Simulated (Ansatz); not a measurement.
`OCF` at its PBE0-D4/def2-TZVP geometry, where that method's forces vanish. The species carries charge 0 and has multiplicity 1.

| atom | x (Å) | y (Å) | z (Å) |
| --- | --- | --- | --- |
| O1 | 0.686 | 0.834 | 0.064 |
| C2 | -0.107 | -0.277 | 0.177 |
| F3 | 0.031 | -1.100 | -0.923 |
| H4 | 0.329 | 1.410 | -0.619 |
| H5 | -1.174 | -0.036 | 0.249 |
| H6 | 0.234 | -0.832 | 1.053 |

**Question.** For each bond, give half the difference of the two atoms' forces along it (eV/Å; positive pushes the atoms apart) under PBE-D4, r2SCAN-D4, B3LYP-D4, ωB97M-V in def2-TZVPP. (Estimate.)

**Answer.** Ansatz gave: 
```json
{"bond": "O1–C2", "length (Å)": "1.370", "PBE-D4": "0.30", "r2SCAN-D4": "0.23", "B3LYP-D4": "0.27", "ωB97M-V": "0.26"}
{"bond": "O1–H4", "length (Å)": "0.962", "PBE-D4": "0.38", "r2SCAN-D4": "0.00", "B3LYP-D4": "-0.04", "ωB97M-V": "-0.11"}
{"bond": "C2–F3", "length (Å)": "1.381", "PBE-D4": "0.56", "r2SCAN-D4": "0.33", "B3LYP-D4": "0.37", "ωB97M-V": "0.20"}
{"bond": "C2–H5", "length (Å)": "1.096", "PBE-D4": "0.02", "r2SCAN-D4": "-0.11", "B3LYP-D4": "-0.16", "ωB97M-V": "-0.17"}
{"bond": "C2–H6", "length (Å)": "1.091", "PBE-D4": "0.06", "r2SCAN-D4": "-0.10", "B3LYP-D4": "-0.18", "ωB97M-V": "-0.18"}
```

B3LYP here is the variant with VWN-RPA as its local correlation; programs differ in this.
